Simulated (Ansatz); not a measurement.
# NaSiH2+: one structure at several levels

The task here is to estimate one member of a computed series from the others.

Program: Ansatz 0.2.0, Gaussian basis. Level of theory: single points in def2-TZVPP. These are calculated values, not measurements.

Correlated methods freeze the cores. The outer core shell of Li, Na, Mg and K is correlated.

**Where the work starts**

4 atoms, charge 1, spin multiplicity 1.

Atoms are counted from 1 here; the program's logs count them from 0.

Bond lengths: Na1–Si2 3.060 Å, Si2–H3 1.511 Å, Si2–H4 1.643 Å. Angles: Na1–Si2–H3 132.2°, Na1–Si2–H4 129.9°, H3–Si2–H4 96.6°.

Geometry (Å):

```xyz
4

Na   -2.5951    1.1820   -0.3281
Si    0.1929   -0.0489   -0.0567
H     0.7491   -1.3977   -0.4479
H     1.4674    0.4203    0.8685
```

The first run:

run/in.yaml reads:

```yaml
crystal:
  periodic: [false, false, false]
  atoms:
    - {symbol: Na, position_ang: [-2.595100, 1.182000, -0.328100]}
    - {symbol: Si, position_ang: [0.192900, -0.048900, -0.056700]}
    - {symbol: H, position_ang: [0.749100, -1.397700, -0.447900]}
    - {symbol: H, position_ang: [1.467400, 0.420300, 0.868500]}
basis:
  gaussian: {orbitals: def2-TZVPP}
total_charge: 1
correlation: {method: ccsd_t}
output: {forces: true}
```

The command line of these runs was not kept.

Among the steps run: CCSD(T)/def2-TZVPP; PBE0-D4/def2-TZVPP; wB97M-V/def2-TZVPP; r2SCAN-D4/def2-TZVPP; PBE-D4/def2-TZVPP; wB97X-V/def2-TZVPP; r2SCANh-D4/def2-TZVPP.

One table of the session follows, with a row left open; its other results are not shown here.

| method | RMS force component (eV/Å) | angle to CCSD(T) forces (°) |
| --- | --- | --- |
| CCSD(T) | 0.783 | reference |
| PBE0-D4 | 0.750 | 3.0 |
| wB97M-V | ? | ? |
| r2SCAN-D4 | 0.744 | 2.9 |
| PBE-D4 | 0.659 | 9.0 |
| wB97X-V | 0.804 | 1.3 |
| r2SCANh-D4 | 0.770 | 1.7 |

**Question.** Estimate the row for wB97M-V.

The run gave: RMS force component (eV/Å): 0.812; angle to CCSD(T) forces (°): 1.8. In the column «RMS force component (eV/Å)» it is the highest.
